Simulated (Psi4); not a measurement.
**BCl (SMILES [B]Cl): TPSSh/def2-TZVPPD**

What is the vertical electron affinity of BCl at TPSSh/def2-TZVPPD? 

Program for the calculation: Psi4 1.11.

## Step 1: The molecule

BCl: 2 atoms, total charge 0, spin state singlet. As SMILES, `[B]Cl`. The shape is that of a PBE0-D4/def2-TZVP optimisation.

Bond lengths: B1–Cl2 1.718 Å.

## Step 2: Energy and forces at TPSSh/def2-TZVPPD

The input, run.py:

```python
import psi4

psi4.set_memory('1600 MB')
psi4.set_num_threads(1)
psi4.core.set_output_file('run.log', False)

molecule = psi4.geometry("""
B      0.000000     0.000000    -0.069660
Cl     0.000000     0.000000     1.648190
symmetry c1
""")

options = {'basis': 'def2-TZVPPD', 'puream': True, 'e_convergence': 1e-09, 'd_convergence': 1e-08, 'scf_type': 'pk', 'dft_radial_points': 99, 'dft_spherical_points': 590}
psi4.set_options(options)

E, wfn = psi4.gradient("tpssh", molecule=molecule, return_wfn=True)
print('gradient / Eh bohr^-1')
print(E.np.round(6))
print(f'energy = {wfn.energy():.10f} Eh')
```

Command:

```sh
$ python run.py
```

run.log:

```text
[...]
  Running in c1 symmetry.
[...]
  Nuclear repulsion =   26.183929276100940
[...]
  Multiplicity = 1
[...]
  Nalpha       = 11
  Nbeta        = 11
[...]
    Number of basis functions: 88
[...]
   @RKS iter   1:  -484.97593926136773   -2.30140e-01   3.67233e-03 DIIS/ADIIS
[...]
   @RKS iter   9:  -485.02073288274028   -1.13687e-12   5.29335e-09 DIIS
[...]
    Orbital Energies [Eh]
    ---------------------
    Doubly Occupied:
       1A   -101.425042     2A     -9.428916     3A     -7.172235
       4A     -7.169677     5A     -7.169677     6A     -6.800656
       7A     -0.866999     8A     -0.496760     9A     -0.379422
      10A     -0.379422    11A     -0.253651
[...]
  @RKS Final Energy:  -485.02073288274028
   => Energetics <=
    Nuclear Repulsion Energy =             26.1839292761009403
    One-Electron Energy =                -719.5017132935723794
    Two-Electron Energy =                 237.3911927773623347
    DFT Exchange-Correlation Energy =     -29.0941416426310866
    Empirical Dispersion Energy =           0.0000000000000000
    VV10 Nonlocal Energy =                  0.0000000000000000
    Total Energy =                       -485.0207328827402193
[...]
 Multipole Moments:
 ------------------------------------------------------------------------------------
     Multipole            Electronic (a.u.)      Nuclear  (a.u.)        Total (a.u.)
 ------------------------------------------------------------------------------------
 L = 1.  Multiply by 2.5417464519 to convert [e a0] to [Debye]
 Dipole X            :         -0.0000000            0.0000000           -0.0000000
 Dipole Y            :         -0.0000000            0.0000000           -0.0000000
 Dipole Z            :         -0.2275629            0.8694190            0.6418561
 Magnitude           :                                                    0.6418561
[...]
  -Total Gradient:
     Atom            X                  Y                   Z
    ------   -----------------  -----------------  -----------------
       1       -0.000000000062    -0.000000000080     0.003919306102
       2        0.000000000062     0.000000000080    -0.003921871024
[...]
```

On the terminal:

```text
gradient / Eh bohr^-1
[[-0.       -0.        0.003919]
 [ 0.        0.       -0.003922]]
energy = -485.0207328827 Eh
```

Run time: 18 s. Hardware: 1 thread of Intel Xeon Platinum 8259CL at 2.50GHz (Skylake/Cascade Lake), shared host; peak memory 0.95 GiB.

## Step 3: The doublet anion

The input, calc.dat:

```
memory 1600 MB

molecule {
  -1 2
  B      0.000000     0.000000    -0.069660
  Cl     0.000000     0.000000     1.648190
  symmetry c1
  no_reorient
  no_com
}

set globals {
  basis                def2-TZVPPD
  reference            uks
  puream               true
  e_convergence        1e-09
  d_convergence        1e-08
  scf_type             pk
  dft_radial_points    99
  dft_spherical_points 590
  maxiter              100
}

E, wfn = gradient('tpssh', return_wfn=True)
```

Command:

```sh
$ psi4 -n 1 calc.dat calc.out
```

calc.out:

```text
[...]
  Running in c1 symmetry.
[...]
  Nuclear repulsion =   26.183929276100940
[...]
  Multiplicity = 2
[...]
  Nalpha       = 12
  Nbeta        = 11
[...]
    Number of basis functions: 88
[...]
   @UKS iter   1:  -484.83589737171872   -9.00998e-02   5.83399e-03 ADIIS/DIIS
[...]
   @UKS iter  12:  -485.01457769932716   -9.72022e-12   7.80065e-09 DIIS
[...]
   @S^2 Observed:                7.588192817E-01
[...]
    Orbital Energies [Eh]
    ---------------------
    Alpha Occupied:
       1A   -101.175356     2A     -9.179203     3A     -6.922797
       4A     -6.920738     5A     -6.919364     6A     -6.502794
       7A     -0.620307     8A     -0.251969     9A     -0.144205
      10A     -0.143222    11A     -0.012040    12A      0.097643
    Alpha Virtual:
      13A      0.133998    14A      0.147724    15A      0.163347
      16A      0.167746    17A      0.168655    18A      0.240435
      19A      0.272252    20A      0.273486    21A      0.304537
      22A      0.308838    23A      0.313053    24A      0.338230
      25A      0.374096    26A      0.378585    27A      0.384812
[...]
  @UKS Final Energy:  -485.01457769932716
   => Energetics <=
    Nuclear Repulsion Energy =             26.1839292761009403
    One-Electron Energy =                -725.0191259544253626
    Two-Electron Energy =                 243.1247334155877127
    DFT Exchange-Correlation Energy =     -29.3041144365904707
    Empirical Dispersion Energy =           0.0000000000000000
    VV10 Nonlocal Energy =                  0.0000000000000000
    Total Energy =                       -485.0145776993272193
[...]
 Multipole Moments:
 ------------------------------------------------------------------------------------
     Multipole            Electronic (a.u.)      Nuclear  (a.u.)        Total (a.u.)
 ------------------------------------------------------------------------------------
 L = 1.  Multiply by 2.5417464519 to convert [e a0] to [Debye]
 Dipole X            :         -0.0000001            0.0000000           -0.0000001
 Dipole Y            :          0.0000000            0.0000000            0.0000000
 Dipole Z            :        -52.2225619           52.2904793            0.0679175
 Magnitude           :                                                    0.0679175
[...]
  -Total Gradient:
     Atom            X                  Y                   Z
    ------   -----------------  -----------------  -----------------
       1       -0.000000000167     0.000000000046     0.051104316863
       2        0.000000000167    -0.000000000046    -0.051105189116
[...]
```

Run time: 28 s. Hardware: 1 thread of Intel Xeon Platinum 8259CL at 2.50GHz (Skylake/Cascade Lake), shared host; peak memory 0.96 GiB.

## Step 4: Results

At TPSSh/def2-TZVPPD:

```
                                         quantity          value
                        singlet BCl: total energy  -485.02073 Eh
                       singlet BCl: dipole moment         1.63 D
                         singlet BCl: HOMO energy       -6.90 eV
                         singlet BCl: LUMO energy       -2.39 eV
                       singlet BCl: HOMO–LUMO gap        4.51 eV
            singlet BCl: largest force on an atom     0.202 eV/Å
                      doublet anion: total energy  -485.01458 Eh
doublet anion: HOMO energy (highest over α and β)        2.66 eV
 doublet anion: LUMO energy (lowest over α and β)        3.65 eV
                              doublet anion: ⟨S²⟩          0.759
          doublet anion: largest force on an atom     2.628 eV/Å
vertical electron affinity (to the doublet anion)      -0.167 eV
```

**Reading.** The anion lies 0.17 eV (16.2 kJ/mol) above the neutral: the electron isn't bound at this level, and such a value depends on the basis. The HOMO (doublet anion) lies at positive energy, 2.66 eV; only total energies tell whether the electron is bound.
